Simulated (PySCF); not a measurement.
# Basis set benchmark on one molecule

Molecule: `c1cc[pH]c1`, C$_{4}$H$_{5}$P.

Structure with atom numbers: `[cH:1]1[cH:2][cH:3][pH:4][cH:5]1`. Hydrogens are named by the atom that carries them.

Geometry PBE0-D3(BJ)/def2-SVP throughout; GIAO in PySCF 2.14.0 with density-fitted response routines, gas phase, one conformer, non-relativistic; equivalent atoms averaged; functional PBE0.

Reference values (measured; solution, THF; Yu. Yu. Rusakov, I. L. Rusakova, Phys. Chem. Chem. Phys. 2023, supporting information (pecS-n basis sets for 31P)): δ(P4) = -49.2 ppm vs 85 % H3PO4. Computed shifts are taken against H3PO4, calculated as an isolated molecule at each level.

Question: How do the basis sets STO-3G, 6-31G, 6-31G*, def2-SVP, 6-311+G(2d,p), def2-TZVP perform against the reference? Times are CPU seconds on 1 thread of an Arm Neoverse V2, shared host.

Answer: 
```
    basis set  functions     P4  abs. error P  core-s
       STO-3G         34  -15.5          33.7     1.7
        6-31G         59  -89.7          40.5     3.3
       6-31G*         84  -50.1           0.9     4.3
     def2-SVP         99  -54.4           5.2     4.6
6-311+G(2d,p)        173  -68.1          18.9     9.9
    def2-TZVP        191  -68.3          19.1      12
```

For 31P the closest is 6-31G* (0.9 ppm) and the furthest 6-31G (40.5 ppm). Where a smaller basis beats a larger one, errors probably cancel. One molecule is a small sample, and vibrational and solvent effects are absent from the calculation.

A small basis that lands close on one nucleus may do so by chance; judge by the trend and by all nuclei.
